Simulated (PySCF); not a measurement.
## CCl⁺: energy against distance

Set-up: basis C def2-TZVP, Cl def2-TZVP; no relativity; PySCF 2.14. Energies in eV from C⁺ + Cl in their ground configurations at the same level. State: ¹Σ⁺ (singlet), closed shell.

| R (Å) | PBE0 |
| --- | --- |
| 1.323 | -5.214 |
| 1.385 | -6.130 |
| 1.447 | -6.631 |
| 1.493 | -6.806 |
| 1.539 | -6.852 |
| 1.585 | -6.797 |
| 1.647 | -6.609 |
| 1.724 | -6.243 |
| 1.816 | -5.690 |
| 1.939 | -4.862 |

Q: Put a parabola through the three lowest points of the PBE0 curve and estimate Re, k and ωe (reduced mass 8.934 u; 1 eV/Å² = 0.16022 mdyn/Å; ωe = 1302.8·√(k/μ) cm⁻¹).

A: Through R = 1.493, 1.539, 1.585 Å the second-order coefficient is 23.9 eV/Å², so Re ≈ 1.537 Å, k ≈ 7.65 mdyn/Å and ωe ≈ 1205 cm⁻¹. A polynomial fit of higher order to the unrounded PBE0 energies gives Re = 1.535 Å, k = 7.66 mdyn/Å, ωe = 1207 cm⁻¹; anharmonicity and rounding make the difference.

The higher-order fit for each curve: PBE0: Re = 1.535 Å, ωe = 1207 cm⁻¹, De = 6.85 eV.

For an ion De counts to the pair picked by the measured ionisation energies or electron affinities, which need not be the lowest pair at this level.
